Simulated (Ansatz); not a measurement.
**Structure relaxation of HfMo₂**

Level of theory: Ansatz, DFT r2SCAN, scalar-relativistic, plane waves, PAW. Cutoff 500 eV, Γ-centred k mesh, Gaussian smearing, no spin polarisation in the final step.

HfMo₂ was placed on the fluorite structure type (Fm-3m, No. 225), with Hf in place of Ca, Mo in place of F, at a guessed volume.

```
CELL_PARAMETERS angstrom
0.00000 2.98754 2.98754
2.98754 0.00000 2.98754
2.98754 2.98754 0.00000
ATOMIC_POSITIONS crystal
Hf 0.00000 0.00000 0.00000
Mo 0.25000 0.25000 0.25000
Mo 0.75000 0.75000 0.75000
```

Cell and atoms relax at zero pressure; the relaxation can't lower the symmetry of the start. After a coarse first stage the cell is made exact in the group found at 0.06 Å.

Formation energies are uncorrected and refer to the elements' standard structures at the same level.

(1) Which crystal results?

(2) What are its volume, energy, density and gap?

## Answers

(1) It keeps Fm-3m (No. 225). The result has the fluorite structure. Conventional cell: a = 6.224 Å. Around Hf lie 8 Mo at 2.70 Å; around Mo lie 4 Hf at 2.70 Å and 6 Mo at 3.11 Å.

```
Hf Mo
1.0
     0.00000    3.11219    3.11219
     3.11219    0.00000    3.11219
     3.11219    3.11219    0.00000
Hf Mo
1 2
Direct
  0.00000 0.00000 0.00000
  0.25000 0.25000 0.25000
  0.75000 0.75000 0.75000
```

(2) The volume per atom is 20.10 Å³ and the density is 10.20 g/cm³. The energy over the elements is 1.40 eV/atom and the gap on the 14×14×14 mesh is 0 eV (a metal).

The final run used a 14×14×14 mesh on its 3-atom cell and 0.10 eV smearing. The k mesh leaves about 4 meV/atom of noise in metals. Spin–orbit coupling is left out. A structure relaxed within its symmetry needn't be a true minimum.